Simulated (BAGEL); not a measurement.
# C3H3NO (SMILES O=C1C=CN1): HF/6-31G(d) (density fitting with qzvpp-jkfit, spherical functions)

What is the vertical ionisation energy of C3H3NO at HF/6-31G* (density fitting with qzvpp-jkfit, spherical functions)? 

Program for the calculation: BAGEL 1.2.2.

3 further runs of the same task are left out: 1 that didn't finish, 2 set aside as unsound or not needed.

## (1) Starting point

The species is C3H3NO (8 atoms), meant as a singlet with charge 0. As SMILES, `O=C1C=CN1`. The shape is that of a GFN2-xTB optimisation.

Bond lengths: O1–C2 1.187 Å, C2–C3 1.502 Å, C3–C4 1.341 Å, C2–N5 1.432 Å, C4–N5 1.427 Å, C3–H6 1.067 Å, C4–H7 1.073 Å, N5–H8 1.011 Å. Some angles: O1–C2–C3 139.3°, O1–C2–N5 131.4°, C3–C2–N5 89.1°, C2–C3–C4 87.2°, C3–C4–N5 96.1°, C2–N5–C4 86.8°, C2–C3–H6 135.5°, C4–C3–H6 137.3°, C3–C4–H7 138.0°, N5–C4–H7 125.9°. A long bond or contact: C2–C4 1.964 Å.

## (2) The energy at HF/6-31G(d) (density fitting with qzvpp-jkfit, spherical functions)

job.json reads:

```json
{ "bagel": [

{
  "title": "molecule",
  "basis": "6-31gs.json",
  "df_basis": "qzvpp-jkfit",
  "angstrom": "true",
  "geometry": [
    { "atom": "O", "xyz": [   -0.187540,   -1.265490,    1.764920 ] },
    { "atom": "C", "xyz": [    0.016960,   -0.610350,    0.796380 ] },
    { "atom": "C", "xyz": [    0.603380,    0.722370,    0.426760 ] },
    { "atom": "C", "xyz": [    0.059120,    0.550520,   -0.786870 ] },
    { "atom": "N", "xyz": [   -0.375830,   -0.790920,   -0.568350 ] },
    { "atom": "H", "xyz": [    1.205580,    1.451870,    0.920510 ] },
    { "atom": "H", "xyz": [   -0.052280,    1.108340,   -1.696820 ] },
    { "atom": "H", "xyz": [   -1.269390,   -1.166340,   -0.856540 ] }
  ]
},
{ "title": "hf" },
{ "title": "print", "file": "orbitals.molden", "orbitals": "true" }

]}
```

The basis set 6-31G* is read from a file made from the Basis Set Exchange's data (not shown).

Run with:

```sh
$ BAGEL_NUM_THREADS=1 BAGEL job.json > job.out
```

The log of the run:

```text
* using 1 threads per process

  ===============================================================
  ===============================================================

  *** Geometry ***

  { "atom" : "O", "xyz" : [     -0.354399,     -2.391430,      3.335215 ] },
  { "atom" : "C", "xyz" : [      0.032050,     -1.153394,      1.504940 ] },
  { "atom" : "C", "xyz" : [      1.140223,      1.365081,      0.806460 ] },
  { "atom" : "C", "xyz" : [      0.111721,      1.040332,     -1.486969 ] },
  { "atom" : "N", "xyz" : [     -0.710216,     -1.494622,     -1.074026 ] },
  { "atom" : "H", "xyz" : [      2.278216,      2.743637,      1.739512 ] },
  { "atom" : "H", "xyz" : [     -0.098795,      2.094459,     -3.206525 ] },
  { "atom" : "H", "xyz" : [     -2.398799,     -2.204063,     -1.618626 ] },

  Number of auxiliary basis functions:      433

  Since a DF basis is specified, we compute 2- and 3-index integrals:
    o Being stored without compression. Storage requirement is 0.020 GB

  Number of basis functions:       76
  Number of electrons      :       36

    * METHOD: MOLECULE                             0.19

  *** RHF ***

  === Nuclear Repulsion ===
   156.4288295532

      * DIIS with orbital gradients will be used.

  === RHF iteration (6-31gs.json) ===
      0       -244.35852723          0.02207546           0.04
      1       -244.50591681          0.01476087           0.04
      2       -244.58412717          0.00263976           0.04
      3       -244.58723185          0.00113531           0.04
      4       -244.58783616          0.00024398           0.04
      5       -244.58790716          0.00013561           0.04
      6       -244.58792508          0.00006235           0.04
      7       -244.58793118          0.00001886           0.04
      8       -244.58793144          0.00000848           0.04
      9       -244.58793149          0.00000387           0.04
     10       -244.58793150          0.00000205           0.04
     11       -244.58793150          0.00000066           0.04
     12       -244.58793150          0.00000031           0.04
     13       -244.58793150          0.00000017           0.04
     14       -244.58793150          0.00000005           0.04
     15       -244.58793150          0.00000003           0.04
     16       -244.58793150          0.00000001           0.04
     17       -244.58793150          0.00000001           0.04
    * SCF iteration converged.

    * Permanent dipole moment:
           (    0.258210,    -0.994862,     1.217066) a.u.

    * METHOD: HF                                   0.83

    * METHOD: PRINT                                0.02

  ===============================================================
```

Wall time 1.2 s (1 thread of Arm Neoverse V1, shared host); peak memory 0.096 GiB.

## (3) The doublet cation, same level

input.json reads:

```json
{ "bagel" : [

{
  "title" : "molecule",
  "basis" : "6-31gs.json",
  "df_basis" : "qzvpp-jkfit",
  "angstrom" : true,
  "geometry" : [
    { "atom" : "O", "xyz" : [   -0.187540,   -1.265490,    1.764920 ] },
    { "atom" : "C", "xyz" : [    0.016960,   -0.610350,    0.796380 ] },
    { "atom" : "C", "xyz" : [    0.603380,    0.722370,    0.426760 ] },
    { "atom" : "C", "xyz" : [    0.059120,    0.550520,   -0.786870 ] },
    { "atom" : "N", "xyz" : [   -0.375830,   -0.790920,   -0.568350 ] },
    { "atom" : "H", "xyz" : [    1.205580,    1.451870,    0.920510 ] },
    { "atom" : "H", "xyz" : [   -0.052280,    1.108340,   -1.696820 ] },
    { "atom" : "H", "xyz" : [   -1.269390,   -1.166340,   -0.856540 ] }
  ]
},
{
  "title" : "uhf",
  "charge" : 1,
  "nopen" : 1
},
{
  "title" : "print",
  "file" : "orbitals.molden",
  "orbitals" : true
}

]}
```

The basis set 6-31G* is read from a file made from the Basis Set Exchange's data (not shown).

Run with:

```sh
$ BAGEL_NUM_THREADS=1 BAGEL input.json > input.out
```

The log of the run:

```text
* using 1 threads per process

  ===============================================================
  ===============================================================

  *** Geometry ***

  { "atom" : "O", "xyz" : [     -0.354399,     -2.391430,      3.335215 ] },
  { "atom" : "C", "xyz" : [      0.032050,     -1.153394,      1.504940 ] },
  { "atom" : "C", "xyz" : [      1.140223,      1.365081,      0.806460 ] },
  { "atom" : "C", "xyz" : [      0.111721,      1.040332,     -1.486969 ] },
  { "atom" : "N", "xyz" : [     -0.710216,     -1.494622,     -1.074026 ] },
  { "atom" : "H", "xyz" : [      2.278216,      2.743637,      1.739512 ] },
  { "atom" : "H", "xyz" : [     -0.098795,      2.094459,     -3.206525 ] },
  { "atom" : "H", "xyz" : [     -2.398799,     -2.204063,     -1.618626 ] },

  Number of auxiliary basis functions:      433

  Since a DF basis is specified, we compute 2- and 3-index integrals:
    o Being stored without compression. Storage requirement is 0.020 GB

  Number of basis functions:       76
  Number of electrons      :       36

    * METHOD: MOLECULE                             0.19

  *** Open-shell HF ***

  === Nuclear Repulsion ===
   156.4288295532

      * DIIS with orbital gradients will be used.

  === UHF iteration (6-31gs.json) ===
      0       -244.03761644          0.04626403           0.08
      1       -244.14678603          0.03995196           0.08
      2       -244.19716181          0.03204641           0.08
      3       -244.29033623          0.00185974           0.08
      4       -244.29193604          0.00126264           0.08
      5       -244.29254229          0.00065470           0.08
      6       -244.29328563          0.00052430           0.08
      7       -244.29390617          0.00040439           0.08
      8       -244.29434066          0.00028770           0.08
      9       -244.29469344          0.00013001           0.08
[... 39 lines of this table left out ...]
     49       -244.29540862          0.00000002           0.08
     50       -244.29540862          0.00000002           0.08
     51       -244.29540862          0.00000001           0.08
     52       -244.29540862          0.00000001           0.08
    * SCF iteration converged.

    * S^2 (UHF) is 0.9547

    * Permanent dipole moment:
           (    0.214574,    -1.108767,     1.848906) a.u.

    * METHOD: UHF                                  4.40

    * METHOD: PRINT                                0.02

  ===============================================================
```

Wall time 4.8 s (1 thread of Arm Neoverse V1, shared host); peak memory 0.096 GiB.

## (4) Results

Level: HF/6-31G* (density fitting with qzvpp-jkfit, spherical functions).

| quantity | value |
| --- | --- |
| singlet C3H3NO: total energy | -244.58793 Eh |
| singlet C3H3NO: dipole moment | 4.05 D |
| singlet C3H3NO: HOMO energy | -9.46 eV |
| singlet C3H3NO: LUMO energy | 2.96 eV |
| singlet C3H3NO: HOMO–LUMO gap | 12.42 eV |
| doublet cation: total energy | -244.29541 Eh |
| doublet cation: ⟨S²⟩ | 0.955 |
| vertical ionisation energy (to the doublet cation) | 7.960 eV |

What this shows: The vertical ionisation energy comes to 7.96 eV (184 kcal/mol). −ε(HOMO) before ionisation, 9.46 eV, is 1.50 eV above this ionisation energy. ⟨S²⟩ (doublet cation) is 0.95 where a pure doublet has 0.75: the reference is spin-contaminated.
